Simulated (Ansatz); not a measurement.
Molecule: C3H3, net charge 0, doublet state. It need not be the lowest isomer of its formula. 
Coordinates optimised at B3LYP-D3(BJ)/def2-TZVP (Ansatz, an electronic-structure program):
SMILES: [CH]=C=C
```xyz
6

C     -0.0003    -0.0188     0.1135
C     -0.0037    -0.2179     1.3177
C      0.0034     0.2038    -1.2323
H     -0.0066    -0.3912     2.3654
H      0.9329     0.3302    -1.7707
H     -0.9230     0.2584    -1.7878
```
Charge 0, spin multiplicity 2.

Computed values are from Ansatz. Valence correlation only, unless marked. Open shells are spin-unrestricted. Spin-orbit coupling is left out. Non-relativistic. CBS marks a two-point X^-3 extrapolation of the correlation energy; Hartree-Fock from the larger set. The bracket is a focal-point correction in the basis named.

The atomisation energy De is 602.6 kcal/mol at RI-MP2/CBS(cc-pVTZ,cc-pVQZ)+[CCSD(T)-MP2]/cc-pVTZ and the total energy is -115.8342 Eh at RI-MP2/CBS(cc-pVTZ,cc-pVQZ)+[CCSD(T)-MP2]/cc-pVTZ. The dipole moment is 0.09 D at CCSD(T)/aug-cc-pVDZ. The T1 diagnostic comes out as 0.035 at CCSD/cc-pVTZ.

The UHF reference is spin-contaminated (<S^2> 0.21 over the pure value in the largest basis).
